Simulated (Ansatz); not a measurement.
**Diamond**

The numbers are results of HSE06 in Ansatz (plane waves, PAW), not measurements.

Settings: plane-wave cutoff 500 eV, 1×1×1 k mesh, gaussian smearing 0.02 eV, cell of 216 sites, scalar-relativistic PAW data made under PBE.

Cell: relaxed at this level.

For diamond, the vacancy formation energy is 8.49 eV and the vacancy formation energy before relaxation is 9.26 eV.

Note: the vacancy is neutral, without spin, and relaxed from the ideal cell, whose symmetry can bar a Jahn–Teller distortion; the defect's distortion and the cell size are not converged; the k mesh is coarse; energies are extrapolated to zero smearing, and mesh and cell size move such values by some tenths of an eV.

Computed values are for the static lattice.

Ansatz is an electronic-structure program.
